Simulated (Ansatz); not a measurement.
# Worked example: correlation energy of H3Si–BH, doublet

Geometry: a PBE0/def2-TZVP stationary point for this spin, not checked as a minimum.

```yaml
atoms:
  - { symbol: Si, position_ang: [0.0000, 0.0275, 0.5292] }
  - { symbol: B, position_ang: [0.0000, -0.1188, -1.4404] }
  - { symbol: H, position_ang: [0.0000, 1.3973, 1.1216] }
  - { symbol: H, position_ang: [1.2095, -0.6900, 1.0219] }
  - { symbol: H, position_ang: [-1.2095, -0.6900, 1.0219] }
  - { symbol: H, position_ang: [0.0000, 0.4894, -2.4617] }
```

Basis cc-pVDZ; Ansatz 0.2.0. Correlated methods freeze the noble-gas cores, which leaves 11 electrons in 46 orbitals. Prefix R: restricted or restricted open-shell reference; prefix U: unrestricted.

Full CI isn't at hand for all of this; UCCSDT(Q) serves as the reference, and is uncertain by the last step of the cluster series or more.

UCCSD has a T1 diagnostic of 0.014 and a largest doubles amplitude of 0.03.

Runs differ by some tens of microhartree through their thresholds and, for an open shell, their frozen cores, so steps under 0.03 kcal/mol mean nothing.

```json
{"level": "UHF", "total energy (hartree)": "-315.847637"}
{"level": "UMP2", "total energy (hartree)": "-316.011504"}
{"level": "UCCSD", "total energy (hartree)": "-316.054197"}
{"level": "UCCSD(T)", "total energy (hartree)": "-316.058827"}
{"level": "UCCSDT", "total energy (hartree)": "-316.059915"}
{"level": "UCCSDT(Q)", "total energy (hartree)": "-316.060086"}
```

Question: What is the correlation energy at UCCSDT(Q), and what share of it do UMP2 and UCCSD(T) recover?

Answer: E(corr) = -316.060086 − (-315.847637) = -0.212449 hartree = -5.781 eV. UMP2: -0.163867 / -0.212449 = 77.13 %. UCCSD(T): -0.211190 / -0.212449 = 99.41 %.

Question: By how many kcal/mol does UCCSD(T) miss UCCSDT(Q) (1 hartree = 627.509 kcal/mol), and which steps make up the rest?

Answer: -316.058827 − (-316.060086) = 0.001259 hartree = 0.79 kcal/mol. Steps: UCCSDT − UCCSD(T) = -0.68, UCCSDT(Q) − UCCSDT = -0.11 kcal/mol. That is within 1 kcal/mol of the reference in this basis, which itself misses far more of the correlation at the basis-set limit.
